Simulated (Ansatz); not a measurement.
Input file:

```yaml
crystal:
  periodic: [false, false, false]
  atoms:
    - {symbol: Al, position_ang: [0.000000, 0.000000, -0.569167]}
    - {symbol: Ga, position_ang: [0.000000, 0.000000, -3.239667]}
    - {symbol: H, position_ang: [0.000000, 0.000000, 3.808833]}
basis:
  gaussian: {orbitals: 6-31G, occupation: {up: {"A1": 13, "A2": 1, "B1": 4, "B2": 5}, down: {"A1": 13, "A2": 1, "B1": 4, "B2": 4}}}
magnetization: {spin_polarized: false, initial_magnetization: 1}
correlation: {method: fci, electrons: outside_noble_gas}
```

```sh
$ ansatz run in.yaml --threads 1 --pin off --events-out ev --progress --plain --max-ram 2393MiB
```

Log:

```
714 factors; integrals over basis functions are off by at most 1.1e-7 eV
mean field evaluation 1: about -58914.3157 eV, gradient 1.2e1 eV
mean field evaluation 2: about -58916.6176 eV, gradient 3.3e0 eV
mean field evaluation 4: about -58916.8193 eV, gradient 2.1e-1 eV
mean field evaluation 8: about -58916.8199 eV, gradient 1.9e-5 eV
mean field -58916.81985601 eV, -2165.1531944534 hartree, gradient 2.7e-6 eV, S^2 0.750000; 0 other end points of the search recorded, 0 dependent functions left out
mean field evaluation 16: about -58917.8165 eV, gradient 4.8e0 eV
mean field evaluation 32: about -58919.8872 eV, gradient 8.2e-2 eV
unrestricted determinant -58919.89117940 eV, -2165.2660635065 hartree, S^2 1.8772
19 core orbitals not correlated: weight in the atoms' cores, before any rotation towards them, 0.999 or more for the frozen orbitals, at most 0.000 for the correlated occupied ones
reference -58916.81985601 eV, -2165.1531944534 hartree; 4, 3 occupied and 21, 22 virtual orbitals, 714 factors
state -58922.00059007 eV, -2165.3435829184 hartree
Total energy: -58922.00059007 eV, -2165.3435829184 hartree
```

Natural occupations: 1.9421 1.8790 1.1202 0.9757 0.8800 0.0569 0.0460 0.0348 0.0346 0.0087 0.0068 0.0057 0.0051 0.0017 0.0014 0.0007 0.0003 0.0002 0.0001 0.0001 0.0001 0.0001 0.0000 0.0000.

Ran on 1 thread of Arm Neoverse V2, shared host: 41 s wall, 0.84 GiB peak host memory.
